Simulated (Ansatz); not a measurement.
**Worked example: the enthalpy of formation of HOCN (cyanic acid)**

The species is HOCN (4 atoms), meant as a singlet with charge 0. SMILES: `N#CO`. Geometry: relaxed at PBE0-D4/def2-TZVP.

Total energies at wB97M-V/cc-pVTZ (Ansatz 0.2.0); the atoms run unrestricted:

```
species    state  energy (Eh)
   HOCN  singlet  -168.656797
      N  quartet   -54.590005
      C  triplet   -37.845350
      O  triplet   -75.072258
      H  doublet    -0.494114
```

Harmonic wavenumbers at PBE0-D4/def2-TZVP, in cm⁻¹: 470, 530, 1126, 1243, 2409, 3798.

Measured heats of formation of the gaseous atoms at 298.15 K, in kJ/mol: N 472.4, C 716.9, O 249.2, H 218.0. Spin-orbit lowering of the atoms at 298 K (mean of the ground term's levels less their thermal mean, from spectra), in kJ/mol: C 0.02, O 0.40. Take 1 Eh = 2625.50 kJ/mol, 1 cm⁻¹ = 0.0119627 kJ/mol, RT = 2.479 kJ/mol.

Work out the heat of formation of the gas at 298 K.


1. Electronic atomisation energy: (-54.590005) + (-37.845350) + (-75.072258) + (-0.494114) − (-168.656797) = 0.655070 Eh = 1719.9 kJ/mol.
2. Zero-point energy: half the sum of the wavenumbers, 4788 cm⁻¹ = 57.3 kJ/mol.
3. Thermal vibrational enthalpy, Σ hcν̃/(exp(hcν̃/kT) − 1): 1.3 kJ/mol. Translation, rotation and pV of a non-linear molecule: 4 RT = 9.9 kJ/mol.
4. The 4 free atoms carry 5/2 RT each: 24.8 kJ/mol.
5. Spin-orbit coupling lowers the free atoms by 0.02 + 0.40 = 0.4 kJ/mol.
6. Atomisation enthalpy at 298 K: 1719.9 − 0.4 − 57.3 − 1.3 − 9.9 + 24.8 = 1675.8 kJ/mol.
7. Sum of the atoms' heats of formation: 1656.5 kJ/mol. Heat of formation: 1656.5 − 1675.8 = -19.3 kJ/mol.

The tabulated value is -14.9 kJ/mol (Active Thermochemical Tables), so this level is off by -4.4 kJ/mol, or 0.3 % of the atomisation enthalpy that the table implies (1671.4 kJ/mol). Anharmonicity and any spin-orbit splitting of the molecule are left out.
